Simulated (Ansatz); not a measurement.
Geometry optimisation, UKS B3LYP-D4/6-31G* (Ansatz 0.2.0).

Input:

```yaml
crystal:
  periodic: [false, false, false]
  atoms:
    - { symbol: Si, position_ang: [0.000947, -0.024937, -0.281629] }
    - { symbol: H, position_ang: [0.103712, -0.119273, 2.37671] }
    - { symbol: O, position_ang: [1.529298, -0.006728, -0.956072] }
    - { symbol: H, position_ang: [2.080713, -0.782218, -0.780544] }
    - { symbol: H, position_ang: [-0.679252, 1.189128, -0.815365] }
    - { symbol: H, position_ang: [-0.76894, -1.251421, -0.677275] }
    - { symbol: "N", position_ang: [0.17855, -0.239282, 3.407172] }
    - { symbol: H, position_ang: [-0.776265, -0.396722, 3.732293] }
    - { symbol: H, position_ang: [0.440638, 0.679352, 3.76681] }
magnetization:
  spin_polarized: true
  initial_magnetization: 1
basis:
  gaussian: { orbitals: "6-31G*" }
hamiltonian:
  xc: b3lyp
  dispersion: d4
relax:
  f_tol: 0.03
  max_steps: 50
```

Run as:

```bash
$ ansatz run input.yaml --threads 1 --pin off --max-ram 2048MiB --backend cpu --events-out ev --progress --plain --runs-dir out
```

Where does it end, and by what steps?

The forces met the threshold. The force dipped under the threshold on the way, but the program's further checks kept it going. After 26 steps the energy has fallen by 0.093 eV; H5 moved furthest, 1.24 Å.

```
step  energy less start (eV)  largest force component (eV/Å)  accepted
   0                  0.0000                           0.632       yes
   1                 -0.0037                           0.583       yes
   2                 -0.0082                           0.415       yes
   3                 -0.0112                           0.172       yes
   4                 -0.0137                           0.057       yes
   5                 -0.0011                           0.859        no
   6                 -0.0162                           0.127       yes
   7                 -0.0202                           0.298       yes
   8                 -0.0215                           0.489       yes
   9                 -0.0303                           0.160       yes
  10                 -0.0338                           0.115       yes
  11                 -0.0402                           0.182       yes
  12                 -0.0325                           0.645        no
  13                 -0.0449                           0.161       yes
  14                 -0.0483                           0.124       yes
  15                 -0.0492                           0.528       yes
  16                 -0.0615                           0.346       yes
  17                 -0.0716                           0.173       yes
  18                 -0.0791                           0.268       yes
  19                 -0.0773                           0.500        no
  20                 -0.0811                           0.247       yes
  21                 -0.0866                           0.133       yes
  22                 -0.0911                           0.052       yes
  23                 -0.0920                           0.017       yes
  24                 -0.0916                           0.121        no
  25                 -0.0925                           0.035       yes
  26                 -0.0925                           0.028       yes
```

```xyz
9
Properties=species:S:1:pos:R:3
Si 0.573 -0.053 0.099
H 0.569 -0.593 3.134
O 1.259 0.006 -1.428
H 1.700 -0.806 -1.717
H -0.089 1.270 0.271
H -0.465 -1.135 0.203
N -0.283 -0.081 3.359
H -1.022 -0.450 2.762
H -0.131 0.889 3.088
```

Whether the end is a true minimum wasn't checked by a vibrational analysis.

The run took 83 s on 1 thread of Arm Neoverse V1, with other jobs on the host, peak memory 0.15 GiB.
